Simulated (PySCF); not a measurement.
Nitrogen trifluoride, NF3.
Numbering: `[F:1][N:2]([F:3])[F:4]`

The same species was optimised twice, with GFN2-xTB and with PBE0-D3(BJ)/def2-SVP (PySCF), and the same property calculations (PySCF, gas phase) were run on both structures.

```csv
coordinate,GFN2-xTB,PBE0-D3(BJ)/def2-SVP,change
N2–F4 (Å),1.359,1.352,-0.007
N2–F3 (Å),1.359,1.352,-0.007
F1–N2 (Å),1.359,1.352,-0.007
F1–N2–F3 (°),103.2,102.4,-0.8
F3–N2–F4 (°),103.2,102.5,-0.7
F1–N2–F4 (°),103.2,102.5,-0.7
```

Rotational constants: A = 10784, B = 10783, C = 5861 MHz (GFN2-xTB) against A = 10968, B = 10954, C = 5985 MHz (PBE0-D3(BJ)/def2-SVP). Point groups within 0.08 Å: C3v and C3v.

On the GFN2-xTB structure: HOMO (eV) -10.07 [PBE0/pcSseg-1]; LUMO (eV) 0.95 [PBE0/pcSseg-1]; dipole (D) 0.10 [PBE0/pcSseg-1]; GIAO shielding of F1/F3/F4 (mean) (ppm) 74.1 [PBE0/pcSseg-1]; GIAO shielding of N2 (ppm) -143.3 [PBE0/pcSseg-1].

**Question.** What do these properties become on the PBE0-D3(BJ)/def2-SVP structure?

**Answer.** 
```csv
property,level,on GFN2-xTB,on PBE0-D3(BJ)/def2-SVP,change
HOMO (eV),PBE0/pcSseg-1,-10.07,-10.10,-0.03
LUMO (eV),PBE0/pcSseg-1,0.95,1.13,+0.18
dipole (D),PBE0/pcSseg-1,0.10,0.13,+0.03
"energy, GFN2-xTB geometry as zero (kcal/mol)",PBE0/pcSseg-1,0.0,0.0,0.0
GIAO shielding of F1/F3/F4 (mean) (ppm),PBE0/pcSseg-1,74.1,82.4,+8.3
GIAO shielding of N2 (ppm),PBE0/pcSseg-1,-143.3,-134.4,+8.9
```

The heavy atoms differ by 0.012 Å rms after alignment. Among all bonds F1–N2, N2–F3 and N2–F4 change most and about equally (-0.007 Å). Changes are differences of the printed values. Neither structure is proved a minimum here.
